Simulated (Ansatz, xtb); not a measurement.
# H4OSi2: 5 structures ranked

5 gas-phase structures of H4OSi2, found in a search over its isomers (lower ones may exist). Each was relaxed with GFN2-xTB:

A. `[SiH2]=[O+][SiH2-]`, a singlet
B. `[SiH]O[SiH3]`, a triplet
C. `[SiH]O[SiH3]`, a singlet
D. `O[Si][SiH3]`, a singlet
E. `O=[SiH][SiH3]`, a singlet

Problem. Estimate their order in r2SCAN-D4/def2-SVP energy at these geometries, lowest first.

Solution. Calculated order at r2SCAN-D4/def2-SVP: C (0.0), E (17.2), D (20.8), B (29.2), A (34.1) kcal/mol.

Energies above the lowest of each column, in kcal/mol; the last columns are at PBE0-D3(BJ)/def2-SVP geometries and were run for some of them only (a dash: not run or not comparable):

| structure | GFN2-xTB | HF/STO-3G | r2SCAN-D4/def2-SVP | PBE0-D3(BJ)/def2-SVP | CCSD(T)/def2-TZVP |
| --- | --- | --- | --- | --- | --- |
| C | 0.0 | 0.0 | 0.0 | 0.0 | 0.0 |
| E | 4.2 | 32.2 | 17.2 | 21.1 | 22.8 |
| D | 40.2 | 15.7 | 20.8 | 17.6 | 25.2 |
| B | – | 44.0 | 29.2 | – | – |
| A | 33.9 | 80.2 | 34.1 | – | – |

Every level run on C puts it lowest or level with the lowest. Some further structures that were screened fall inside this span and aren't listed. Flexible structures stand in one conformer each, not always the lowest. Frequencies (PBE0-D3(BJ)/def2-SVP) were run for C, D, E alone. GFN2-xTB has no spin polarisation and isn't compared across spin states. Open shells are spin-unrestricted. Large T1 diagnostics make some coupled-cluster values less sure.

Over these structures GFN2-xTB departs from r2SCAN-D4/def2-SVP by 8.9 kcal/mol on average once a common shift is removed. A GFN2-xTB relaxation took about 0.091 s and the r2SCAN-D4/def2-SVP energy about 1.6 s on a shared host (Ansatz 0.2.0, xtb 6.7.1).
